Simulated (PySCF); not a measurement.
All of these have the formula C3H5P. Computed, not measured: TDDFT B3LYP/def2-SVPD, vertical, gas phase, core orbitals frozen in the response (PySCF 2.14.0, density-fitted response routines). Geometries: GFN2-xTB; one conformer of each isolated species. Triplets are in the Tamm–Dancoff approximation.

A. `CCC#P`
B. `CC1=CP1`
C. `C=CP=C`

Lowest singlet levels (six at most, fewer where fewer were computed) with oscillator strengths:

1. 280 nm (f 0.006); 249 nm (f 0.311); 211 nm (f 0.030); 193 nm (f 0.000); 190 nm (f 0.020); 189 nm (f 0.011); T1 2.68 eV
2. 281 nm (f 0.000); 265 nm (f 0.001); 265 nm (f 0.000); 186 nm (f 0.017); 186 nm (f 0.103); 171 nm (f 0.019); T1 3.39 eV
3. 241 nm (f 0.010); 233 nm (f 0.011); 214 nm (f 0.006); 209 nm (f 0.017); 187 nm (f 0.013); 182 nm (f 0.052); T1 3.99 eV

Question: Match each spectrum to its molecule.

Answer: 1 = C, 2 = A, 3 = B.
- A: S1 at 4.41 eV, HOMO→LUMO (55%), HOMO-1→LUMO+1 (44%); Löwdin shares by element: HOMO (one of a set within 0.03 eV) carbon 52% or more, phosphorus 42%; LUMO (one of a set within 0.03 eV) phosphorus 51%, carbon 40% or more; HOMO -7.15 and LUMO -1.10 eV; point group Cs, 2 of its 6 listed states under f = 0.0005.
- B: S1 at 5.15 eV, HOMO→LUMO (90%); Löwdin shares by element: HOMO phosphorus 44%, carbon 37% or more, hydrogen 14% or more; LUMO carbon 77%, hydrogen 8% or more; HOMO -6.36 and LUMO -0.28 eV.
- C: S1 at 4.44 eV, HOMO-1→LUMO (99%); Löwdin shares by element: HOMO carbon 66%, phosphorus 23%; LUMO carbon 57%, phosphorus 32%; HOMO -6.87 and LUMO -1.96 eV; point group Cs, 1 of its 6 listed states under f = 0.0005.
A and C have S1 within 0.03 eV of each other; their strongest listed levels stand at 6.68 eV (f 0.103) and 4.99 eV (f 0.311).
